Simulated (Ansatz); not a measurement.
This geometry of C3H6ClN (11 atoms, charge 0, multiplicity 1) is a first-order saddle point.

The calculation used Ansatz, RKS r2SCAN-D4/def2-SVP.

```xyz
11
Properties=species:S:1:pos:R:3
C -1.218 -0.792 0.380
C -0.470 0.491 0.578
C 0.712 0.756 -0.016
N 1.392 -0.019 -0.919
Cl 1.558 2.254 0.337
H -2.021 -0.712 -0.378
H -0.552 -1.614 0.068
H -1.702 -1.113 1.317
H -0.899 1.268 1.212
H 2.341 0.207 -1.172
H 0.924 -0.782 -1.386
```

(1) Which two structures does it join? (They come from a converged band through this point; their orientation in space is the band's.)

(2) How far does it lie above each of them?

Results:

(1) No bond is made or broken. The height of N4 over the plane of its neighbours goes from 0.28 to -0.29 Å.

Initial state:

```xyz
11
Properties=species:S:1:pos:R:3
C -1.208 -0.789 0.361
C -0.449 0.484 0.577
C 0.697 0.793 -0.062
N 1.322 0.091 -1.078
Cl 1.529 2.293 0.300
H -2.034 -0.676 -0.367
H -0.564 -1.607 -0.006
H -1.662 -1.140 1.301
H -0.853 1.228 1.266
H 2.337 0.107 -1.042
H 0.950 -0.842 -1.229
```

Final state:

```xyz
11
Properties=species:S:1:pos:R:3
C -1.235 -0.783 0.353
C -0.469 0.490 0.545
C 0.745 0.731 0.013
N 1.535 -0.126 -0.739
Cl 1.552 2.254 0.331
H -2.109 -0.651 -0.311
H -0.617 -1.592 -0.067
H -1.626 -1.155 1.315
H -0.911 1.278 1.159
H 2.188 0.347 -1.355
H 1.011 -0.849 -1.223
```

(2) 0.047 eV above the first and 0.035 eV above the second. This is the barrier of this one path; another mechanism may lie lower.

Run time: 4 min on 2 threads of Intel(R) Xeon(R) Platinum 8488C (Sapphire Rapids) (shared host), peak memory 0.24 GiB.
